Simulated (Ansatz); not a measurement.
A nudged elastic band was laid between two geometries of C3H4FNO (10 atoms, charge 0, multiplicity 1).

Method: RKS B3LYP/def2-SVP (Ansatz 0.2.0).

```
movable images  : 9
climbing image  : yes
spring          : 5.0 eV/Å²
optimiser       : quadratic models (default)
start path      : IDPP
force threshold : 0.05 eV/Å
iteration limit : 60
end points      : relaxed
```

First end point:

```xyz
10
Properties=species:S:1:pos:R:3
N -0.903 -1.650 0.701
C -0.163 -0.931 -0.240
C 0.271 0.319 -0.103
O 0.190 1.356 0.832
C 0.960 1.542 -0.349
F 0.476 2.446 -1.225
H -1.600 -2.268 0.295
H -1.312 -1.078 1.435
H 0.126 -1.477 -1.143
H 2.039 1.692 -0.201
```

Last end point:

```xyz
10
Properties=species:S:1:pos:R:3
N -1.321 -1.431 0.443
C -0.310 -0.859 -0.332
C 0.291 0.304 -0.094
O 0.260 1.313 0.875
C 1.076 1.480 -0.278
F 0.687 2.451 -1.130
H -1.274 -2.444 0.507
H -1.435 -1.011 1.361
H -0.048 -1.392 -1.251
H 2.158 1.539 -0.098
```

Task: Which bonds break or form, and what moves?

Result: No bond is made or broken. The height of N1 over the plane of its neighbours goes from -0.30 to 0.30 Å.

Task: What energy profile does the band end with?

Result: The run converged. The highest image is number 5 of 0 to 10, 1.4 kcal/mol above the first end and 1.2 kcal/mol above the last; the last end lies 0.2 kcal/mol above the first. A vibrational analysis at the climbing image gives one clearly imaginary mode, 457i cm⁻¹: a first-order saddle point.

```tsv
image	path coordinate (Å)	energy (kcal/mol)	height of N1 over the plane of its neighbours (Å)
0	0.00	0.0	-0.30
1	0.10	0.0	-0.29
2	0.19	0.2	-0.26
3	0.29	0.6	-0.19
4	0.39	1.1	-0.10
5	0.48	1.4	0.01
6	0.57	1.2	0.10
7	0.67	0.7	0.19
8	0.76	0.3	0.26
9	0.85	0.2	0.29
10	0.94	0.2	0.30
```

Task: What is the geometry of the highest image?

Result: 
```xyz
10
Properties=species:S:1:pos:R:3
N -1.127 -1.513 0.574
C -0.246 -0.877 -0.274
C 0.292 0.328 -0.096
O 0.252 1.363 0.854
C 1.044 1.516 -0.317
F 0.623 2.458 -1.188
H -1.471 -2.435 0.359
H -1.432 -1.075 1.431
H 0.021 -1.423 -1.183
H 2.128 1.606 -0.157
```

Task: What are the harmonic wavenumbers there?

Result: 457i, 100, 165, 297, 392, 459, 537, 639, 734, 840, 937, 1044, 1106, 1131, 1204, 1273, 1348, 1459, 1606, 1924, 3133, 3194, 3635, 3766 cm⁻¹.

The run took 3.5 min on 2 threads of Arm Neoverse N1, with other jobs on the host, peak memory 0.24 GiB.
